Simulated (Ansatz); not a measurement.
**BPN+ (quintet): wave-function methods side by side, def2-TZVPP**

One table from this session's results is given with a row withheld; the runs are named, their logs left out.

The runs use Ansatz 0.2.0, Gaussian basis; def2-TZVPP, core rule «outside noble gas», up to 7 orbitals frozen.

To be run: UHF; ROHF; CCSD(T) on UHF.

## The geometry

The geometry is a PBE0/def2-TZVP stationary point (not a proven minimum) of the parent state, kept for this charge and spin.

3 atoms, charge 1, spin multiplicity 5.

Atoms are counted from 1 here; the program's logs count them from 0.

Bond lengths: N1–B2 1.334 Å, B2–P3 1.842 Å. Angles: N1–B2–P3 180.0°.

Geometry (Å):

```xyz
3
BNP
N     0.0000    0.0000    1.5032
B     0.0000    0.0000    0.1693
P     0.0000    0.0000   -1.6724
```

Set-up of the first run:

The input, in.yaml:

```yaml
crystal:
  periodic: [false, false, false]
  atoms:
    - {symbol: N, position_ang: [0.000000, 0.000000, 1.503167]}
    - {symbol: B, position_ang: [0.000000, 0.000000, 0.169267]}
    - {symbol: P, position_ang: [0.000000, 0.000000, -1.672433]}
basis:
  gaussian: {orbitals: def2-TZVPP}
total_charge: 1
magnetization: {spin_polarized: true, initial_magnetization: 4}
hamiltonian: {xc: hf}
output: {orbitals: {seedname: orbitals}}
```

On the command line:

```bash
$ ansatz run in.yaml --threads 1 --pin off --events-out ev --progress --plain --max-ram 4096MiB --backend cpu
```

Steps of the session up to this table: UHF; ROHF; CCSD(T) on UHF.

One table of the session follows, with a row left open; its other results are not shown here.

It belongs to the step «Misses and costs». 

| method | from UCCSD(T) (meV) |
| --- | --- |
| ROHF | +9026.4 |
| UHF | +8710.9 |
| UMP2 | ? |
| UCCSD | +338.5 |
| UCCSD(T) | 0 |

**Question.** Estimate the row for UMP2.

**Answer.** from UCCSD(T) (meV): +1492.9. In the column «from UCCSD(T) (meV)» it lies between UCCSD (+338.5) and UHF (+8710.9).
